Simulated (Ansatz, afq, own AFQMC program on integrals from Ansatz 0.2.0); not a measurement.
# Atomization energy of AlCCl, triplet

```xyz
3

Al    0.0000    0.0000    1.8452
C     0.0000    0.0000   -0.0999
Cl    0.0000    0.0000   -1.7453
```

Connectivity, by distances: Al–C–Cl.

Atoms in their ground-state spins without spin–orbit coupling (mostly on UHF) minus the molecule (ROHF), without zero-point energy. The geometry is a stationary point, not shown to be a minimum.

Basis cc-pVDZ. Noble-gas cores (and the filled d shells of Ga–Kr and In–Xe) are frozen. Ansatz 0.2.0 and our own AFQMC program on the same integrals; the CISD trial comes from CCSD amplitudes, and released means the phaseless constraint is let go. Free AFQMC starts from the CCSD state and is never constrained. Its projection time is finite, and what remains of the start isn't in its error. ± is one standard error of the sampling. The errors of all members are added in quadrature.

No full CI on the walks' own integrals is used here; CCSDT(Q) serves as the reference and is uncertain by about the last step of the cluster series. Each member takes its own surest rung, up to full CI.

The best estimate is CCSD(T) at the basis-set limit (CBS: def2-TZVPP and def2-QZVPP, with their diffuse functions for anions and beside diffuse sets, CCSD(T) itself extrapolated) plus the step from CCSD(T) to CCSDT(Q) in cc-pVDZ. Rows without CBS are in cc-pVDZ; B2PLYP and the wave-function rows carry a basis error of their own. Core correlation and relativity beyond core potentials are missing, and ± holds the sampling alone.

Cautions: AlCCl (triplet): lower spins were not checked.

Best estimate: 167.5 kcal/mol.

```json
{"level": "HF", "atomization energy (kcal/mol)": "99.4", "error against the best estimate (kcal/mol)": "-68.1"}
{"level": "MP2", "atomization energy (kcal/mol)": "150.5", "error against the best estimate (kcal/mol)": "-17.0"}
{"level": "CCSD", "atomization energy (kcal/mol)": "139.4", "error against the best estimate (kcal/mol)": "-28.0"}
{"level": "CCSD(T)", "atomization energy (kcal/mol)": "143.8", "error against the best estimate (kcal/mol)": "-23.7"}
{"level": "ph-AFQMC/CISD", "atomization energy (kcal/mol)": "144.2 ± 0.5", "error against the best estimate (kcal/mol)": "-23.3 ± 0.5"}
{"level": "released AFQMC", "atomization energy (kcal/mol)": "144.4 ± 0.6", "error against the best estimate (kcal/mol)": "-23.1 ± 0.6"}
{"level": "free AFQMC", "atomization energy (kcal/mol)": "144.0 ± 0.6", "error against the best estimate (kcal/mol)": "-23.5 ± 0.6"}
{"level": "CCSD(T)/CBS", "atomization energy (kcal/mol)": "166.8", "error against the best estimate (kcal/mol)": "-0.7"}
{"level": "surest rungs in cc-pVDZ", "atomization energy (kcal/mol)": "144.4", "error against the best estimate (kcal/mol)": "-23.1"}
```

Correlation beyond CCSD(T) adds 0.7 kcal/mol. Going to the basis-set limit adds 23.0 kcal/mol at CCSD(T). The perturbative (T) step is worth +4.4 kcal/mol.

Best estimates are given only where the step beyond CCSD(T) is under 0.3 eV and no member's determinant is very poor (T1 over 0.05, or 0.07 for open shells, ⟨S²⟩ too high by 0.3, two states mixed), so the hardest cases are missing from such tables.

Free projections are given only where their last times agree within the noise and don't stop above the reference; a slow remainder of the start can still hide under it. Each member of a difference takes its own highest rung, so a best estimate needn't equal the limit plus the step of one row. A walk keeps the symmetry of its determinant, which the program's search chose and which needn't be the lowest solution, so a lower state of the same spin and another symmetry isn't excluded. Released energies are given only where the last usable release times agree within the noise; a slower fall can still hide under it.
